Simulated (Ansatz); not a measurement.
This Ansatz (a program for electronic structure) input (r2SCAN/6-311G**) gives -108.92298 Eh with 36 basis functions. A basis named .json is the Basis Set Exchange file of that set (core-valence sets with the plain set on hydrogen).

Ansatz 0.2 input:
```yaml
crystal:
  periodic: [false, false, false]
  atoms:
    - {symbol: N, position_ang: [-0.00000000, -0.00000000, -0.55206952]}
    - {symbol: N, position_ang: [0.00000000, 0.00000000, 0.55206952]}
basis:
  gaussian:
    orbitals: 6-311G__.json
hamiltonian:
  xc: {name: r2SCAN}
total_charge: 1
magnetization: {spin_polarized: true, initial_magnetization: 1}
```

Change:
```diff
- orbitals: 6-311G__.json
+ orbitals: def2-SVPD
```

Q: What does the run give now?

A: -108.80661 Eh (r2SCAN/def2-SVPD, 40 functions), a change of +116.37 mEh.
